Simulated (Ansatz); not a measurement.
# Ba2Y: from a trial structure to a relaxed crystal

These are results of DFT PBE, scalar-relativistic, plane waves, PAW in Ansatz 0.2.0, not measurements. Cutoff 420 eV, Γ-centred k mesh, Gaussian smearing, no spin polarisation in the final step.

Ba2Y was placed on the fluorite structure type (Fm-3m, No. 225), with Y in place of Ca, Ba in place of F, at a guessed volume.

```
Ba Y
1.0
     0.00000    3.68261    3.68261
     3.68261    0.00000    3.68261
     3.68261    3.68261    0.00000
Ba Y
2 1
Cartesian
  1.8413 1.8413 1.8413
  5.5239 5.5239 5.5239
  0.0000 0.0000 0.0000
```

Cell and atoms relax at zero pressure; the relaxation can't lower the symmetry of the start. After a coarse first stage the cell is made exact in the group found at 0.06 Å.

The zero of energy is the elements' standard structures at the same level; no fitted shifts are applied.

(1) What does it relax into?

(2) What are its volume, energy, density and gap?

## Answers

(1) It keeps Fm-3m (No. 225). The result has the fluorite structure. Conventional cell: a = 9.021 Å. Ba is coordinated by 4 Y at 3.91 Å and 6 Ba at 4.51 Å; Y is coordinated by 8 Ba at 3.91 Å.

Space group Fm-3m (No. 225). a = 9.021 Å, b = 9.021 Å, c = 9.021 Å, α = 90.00°, β = 90.00°, γ = 90.00°
| atom | site | symmetry | x | y | z |
| --- | --- | --- | --- | --- | --- |
| Ba | 8c | -43m | 0.2500 | 0.7500 | 0.7500 |
| Y | 4a | m-3m | 0.0000 | 0.0000 | 0.0000 |

(2) The volume per atom is 61.17 Å³, the density is 3.29 g/cm³ and the energy over the elements is 0.69 eV/atom. The gap on the 10×10×10 mesh is 0 eV (a metal).

The final run used a 10×10×10 mesh on its 3-atom cell and 0.10 eV smearing. For metals, differences of a few meV/atom aren't resolved. A structure relaxed within its symmetry needn't be a true minimum.

Cost: 3 runs of about 0.46 core-minutes in all, on Intel Xeon 6975P-C (Granite Rapids) (shared hosts).